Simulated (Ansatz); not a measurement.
# CH₂Mg (triplet): from Hartree-Fock to the top rungs at distance C1–Mg2 = 4.481 Å, 6-31G

How much of the correlation energy of CH₂Mg (triplet) does each wave-function method recover here?

Method: 6-31G, core rule «outside noble gas», up to 6 orbitals frozen; program: Ansatz 0.2.0, Gaussian basis.

To be run: UHF; CCSD(T) on ROHF; CCSD(T) on UHF; BCCD(T) on ROHF; CISD as a restricted active space (open shells left free, so some higher excitations enter); CCSDT(Q) on ROHF; CCSDT(Q) on UHF; CISDTQ; CASSCF and MRCISD+Q, 4 electrons in 4 orbitals; CASSCF and NEVPT2, 4 electrons in 4 orbitals; CASSCF and MRCISD+Q, 8 electrons in 10 orbitals; CASSCF and NEVPT2, 8 electrons in 10 orbitals; Full CI; Full CI in the symmetry of the determinant.

32 further runs of the same task are left out: 16 for a known fault of the program, 13 that didn't finish, 3 set aside as unsound or not needed. Runs told in other sessions of the task aren't counted.

### Step 1. The geometry

The geometry derives from a PBE0/def2-TZVP stationary point (not a proven minimum). One bond is set to the value named and the two fragments are kept rigid.

4 atoms, charge 0, spin multiplicity 3.

Atoms are counted from 1 here; the program's logs count them from 0.

Bond lengths: C1–H3 1.089 Å, Mg2–H4 1.696 Å.

### Step 2. UHF

The input, in.yaml:

```yaml
crystal:
  periodic: [false, false, false]
  atoms:
    - {symbol: C, position_ang: [0.000000, 0.000000, 2.392414]}
    - {symbol: Mg, position_ang: [0.000000, 0.000000, -2.088585]}
    - {symbol: H, position_ang: [0.000000, 0.000000, 3.481198]}
    - {symbol: H, position_ang: [0.000000, 0.000000, -3.785028]}
basis:
  gaussian: {orbitals: 6-31G}
magnetization: {spin_polarized: true, initial_magnetization: 2}
hamiltonian: {xc: hf}
output: {orbitals: {seedname: orbitals}}
```

The run is started by

```sh
$ ansatz run in.yaml --threads 1 --pin off --events-out ev --progress --plain --max-ram 2393MiB
```

Further steps of the session: CCSD(T) on ROHF; CCSD(T) on UHF; BCCD(T) on ROHF; CISD as a restricted active space (open shells left free, so some higher excitations enter); CCSDT(Q) on ROHF; CCSDT(Q) on UHF; CISDTQ; CASSCF and MRCISD+Q, 4 electrons in 4 orbitals; CASSCF and NEVPT2, 4 electrons in 4 orbitals; CASSCF and MRCISD+Q, 8 electrons in 10 orbitals; CASSCF and NEVPT2, 8 electrons in 10 orbitals; Full CI; Full CI in the symmetry of the determinant.

**Question.** What will the summary of the whole plan be? Wanted: FCI from the RHF energy; UMP2 from FCI; UCCSD(T) from FCI; UCCSDT(Q) from FCI; NEVPT2 pair from FCI; MRCISD+Q pair from FCI; NEVPT2 valence from FCI; T1 diagnostic; effectively unpaired electrons.

As calculated:

```
                         quantity                                                                         value
          FCI from the ROHF energy                                                                    -2.5182 eV
                    UMP2 from FCI                                                                    +587.8 meV
                UCCSD(T) from FCI                                                                     +27.8 meV
               UCCSDT(Q) from FCI                                                                      +1.4 meV
             NEVPT2 pair from FCI                                                                    +627.5 meV
           MRCISD+Q pair from FCI                                                                      -0.6 meV
          NEVPT2 valence from FCI                                                                    +241.6 meV
levels within 1 kcal/mol (43 meV)  UCCSD(T), UCCSDT, UCCSDT(Q), MRCISD+Q pair, MRCISD valence, MRCISD+Q valence
                    T1 diagnostic                                                                         0.028
   effectively unpaired electrons                                                                          3.80
```

UCCSD(T) misses by +27.8 meV, 1.1 % of the correlation energy. The occupations show strong static correlation (3.8 unpaired electrons where one determinant has 2). Coupled cluster on one determinant still stays close here. Of the multireference levels listed MRCISD+Q pair comes nearest in total energy (-0.6 meV), which doesn't show that its space is the better one. The lowest state has another symmetry than the determinant, whose own symmetry lies 0.04 eV higher, so single-reference misses include that gap. These misses are within one basis, not against nature; the frozen cores of restricted and unrestricted runs differ, which can shift their rows.

Levels on UHF freeze UHF's core orbitals, full CI those of ROHF, so the U rows can settle a little off it for that reason alone.

With open shells the CI space here admits some higher excitations, so it is larger than plain CISD.
